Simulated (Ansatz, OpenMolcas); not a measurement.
**A ladder of methods for SiH3Cl (chlorosilane)**

SiH3Cl has 5 atoms, charge 0, and is taken as a singlet. As SMILES, `[SiH3]Cl`. The coordinates come from a PBE0-D4/def2-TZVP relaxation.

```xyz
5

Si   -0.1120    0.0186   -0.0309
Cl    1.8383   -0.5135    0.3299
H    -0.9509   -0.4883    1.0791
H    -0.5347   -0.5857   -1.3149
H    -0.1908    1.4954   -0.1047
```

Quantity: the energy change with the Si1–H4 bond stretched from 1.481 to 2.961 Å, in eV. The values are calculated.

| level | kind | program | value (eV) | less FCI/STO-3G |
| --- | --- | --- | --- | --- |
| PBE/STO-3G (restricted) | GGA | OpenMolcas | 5.54 | +0.94 |
| r2SCAN/STO-3G (restricted) | meta-GGA | Ansatz | 5.92 | +1.32 |
| PBE0/STO-3G (restricted) | global hybrid | Ansatz | 6.28 | +1.68 |
| CAM-B3LYP/STO-3G (restricted) | range-separated hybrid | Ansatz | 6.59 | +1.99 |
| RPA@PBE/STO-3G (restricted) | RPA | Ansatz | 5.39 | +0.79 |
| MP2/STO-3G (restricted) | perturbation theory | Ansatz | 6.14 | +1.54 |
| CCSDT/STO-3G (restricted) | coupled cluster or CI | Ansatz | 4.61 | +0.01 |
| FCI/STO-3G | exact in the basis | Ansatz | 4.60 | 0.00 |

FCI/STO-3G is exact within its basis and frozen core, so for wave-function methods in that basis the difference is their error; functionals converge differently with the basis, so for them it is only a difference. The first shape isn't each level's own minimum. The values span 4.60 to 6.59 eV. All rows use very small basis sets, so even the best lies far from the true value.
